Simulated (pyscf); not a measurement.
Structures and frequencies: ωB97X-D3(BJ)/def2-SVP in PySCF.

### Question
Estimate by transition-state theory the rate constant of `[F][SiH2][O][SiH3]` + `[F][CH2][F]` -> `[F][SiH]([F])[O][SiH3]` + `[CH3][F]` (singlet surface; H–Si, C–F broken, F–Si, C–H formed) at 1200 K, with ωB97M-D3(BJ)/def2-TZVP energies (ideal gas, 1 atm, RRHO with modes under 100 cm⁻¹ raised to 100, one conformer, R ln 2 for chiral ones without a mode under 150 cm⁻¹; no tunnelling).

### Answer
The electronic barrier is 63.7 kcal/mol and the thermal terms add +47.8, so ΔG‡ = 111.5 kcal/mol. With k_BT/h = 2.50e+13 s⁻¹ and RT = 2.385 kcal/mol, and a volume of 1.64e-19 cm³ per molecule at 1 atm, k = 2.0e-26 cm³ molecule⁻¹ s⁻¹. Wigner's tunnelling factor for 714i cm⁻¹ would be 1.03. A shift of 1 kcal/mol in the barrier changes k by a factor 1.5. From the product side, F–Si•(F)–O–SiH₃ + H• + H₃C–F lies, by one bond made or cut, 7.9 kcal/mol under this saddle at ωB97M-D3(BJ)/def2-TZVP. This is the saddle that the search found; another between the same sides may lie lower.
